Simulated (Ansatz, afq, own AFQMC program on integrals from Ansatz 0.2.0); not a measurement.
**CH3⁺, singlet in cc-pVDZ along one coordinate**

```xyz
4

C     0.0000    0.0000    0.0000
H     1.0932    0.0139   -0.0002
H    -0.5586    0.9397   -0.0028
H    -0.5345   -0.9536    0.0030
```

The C1–H4 distance is changed with both sides rigid. Energies in mEh count from this geometry (1.093 Å) at the same level; the start stands on RHF, each point on the determinant named.

Basis cc-pVDZ. Only valence electrons are correlated. Integrals, coupled cluster, full CI and functionals: Ansatz 0.2.0; the random walks run on the same integrals in our own AFQMC program. ph-AFQMC/CISD is guided by a CISD state made of CCSD amplitudes; releasing the constraint for a short imaginary time cuts its bias at the price of noise, slowly where states lie close. Uncertainties: one standard error, sampling alone.

Cautions, each for one point or more: cluster runs in doubt by the program's own checks; restricted determinant unstable towards unrestricted; strong correlation; the ph-AFQMC/CISD walk drifts between its halves; unrestricted determinant spin contaminated.

```tsv
r(C1–H4) / Å	det.	T1	weight	⟨S²⟩	r2SCAN	CCSD	CCSD(T)
0.983	RHF	0.004	0.95	pure	11.4	12.0	12.1
1.197	RHF	0.004	0.95	pure	4.7	4.7	4.5
1.490	RHF	0.007	0.93	pure	49.6	50.2	49.7
2.006	RHF	0.024	0.89	pure	135.3§	135.1	133.1
2.897	UHF‡	0.032	0.92	0.97	186.6§	198.9	198.8
```

**Question.** Estimate the curve of full CI, counted from the same start.

**Answer.** 
```json
{"r(C1–H4) / Å": "0.983", "det.": "RHF", "T1": "0.004", "weight": "0.95", "⟨S²⟩": "pure", "FCI": "12.2", "ph-AFQMC/CISD": "12.1 ± 0.04", "released AFQMC": "12.1 ± 0.05", "CCSDT(Q)": "12.2"}
{"r(C1–H4) / Å": "1.197", "det.": "RHF", "T1": "0.004", "weight": "0.95", "⟨S²⟩": "pure", "FCI": "4.5", "ph-AFQMC/CISD": "4.6 ± 0.05", "released AFQMC": "4.5 ± 0.05", "CCSDT(Q)": "4.5"}
{"r(C1–H4) / Å": "1.490", "det.": "RHF", "T1": "0.007", "weight": "0.93", "⟨S²⟩": "pure", "FCI": "49.5", "ph-AFQMC/CISD": "49.6 ± 0.06", "released AFQMC": "49.4 ± 0.06", "CCSDT(Q)": "49.5"}
{"r(C1–H4) / Å": "2.006", "det.": "RHF", "T1": "0.024", "weight": "0.89", "⟨S²⟩": "pure", "FCI": "132.6", "ph-AFQMC/CISD": "133.3 ± 0.1", "released AFQMC": "–", "CCSDT(Q)": "132.6"}
{"r(C1–H4) / Å": "2.897", "det.": "UHF‡", "T1": "0.032", "weight": "0.92", "⟨S²⟩": "0.97", "FCI": "195.1", "ph-AFQMC/CISD": "196.2 ± 0.1", "released AFQMC": "–", "CCSDT(Q)": "195.0"}
```

Weight is that of the determinant in the CISD state; at the start T1 is 0.004 and the weight 0.95. A double dagger marks points where the walks on two determinants ended up to 5.4 mEh apart; the lower is shown. A dash marks a missing value, a released energy that hasn't settled or a functional that sits on another state. § marks a functional whose ⟨S²⟩ is too high by over 0.1. Largest departures from full CI: CCSD(T) 3.7 mEh at 2.897 (on UHF), ph-AFQMC/CISD 1.0 mEh at 2.897 (on UHF), released AFQMC -0.1 mEh at 0.983 (on RHF) (within the noise), CCSDT(Q) -0.1 mEh at 2.897 (on UHF), r2SCAN -0.7 mEh at 0.983, CCSD 3.8 mEh at 2.897 (on UHF). Functionals count only at points shown to share the start's state and spin. In this small basis the wave-function levels are far from their limit, so their gap to the functionals isn't the functionals' error.

CCSDT and higher add their correlation energy to the determinant of the CCSD(T) run, since their own runs factorise the integrals more tightly (a shift of under 2 meV). A walk keeps the symmetry of its determinant, which the program's search chose and which needn't be the lowest solution, so a lower state of the same spin and another symmetry isn't excluded. Released energies are given only where the last usable release times agree within the noise; a slower fall can still hide under it.
